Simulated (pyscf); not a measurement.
Thermochemistry of product channels of H₃C–CH₂–Cl + Cl• on the doublet surface, in kcal/mol, from CCSD(T)/def2-TZVPP + ΔMP2(QZVPP) energies (ideal gas, 1 atm, RRHO with modes under 100 cm⁻¹ raised to 100, one conformer, R ln 2 for chiral ones without a mode under 150 cm⁻¹). Single points on ωB97X-D3(BJ)/def2-SVP structures (PySCF, gas phase). Correlated levels are frozen-core, on RHF or UHF. ΔMP2 is the change of the MP2 total energy from the triple- to the quadruple-zeta basis.

```csv
products,ΔE,ΔH(298 K),ΔG(600 K),ΔG(1200 K)
•H₂C–CH₂–Cl + HCl,+2.5,-1.6,-7.3,-13.6
H₃C–CH•–Cl + HCl,-1.4,-5.6,-11.8,-18.5
```

These are energies of the channels, which say nothing of barriers. The CCSD(T) − MP2 part came from Ansatz, without density fitting, on the same reference. Left out: orbital degeneracy and the spin-orbit lowering of Cl.
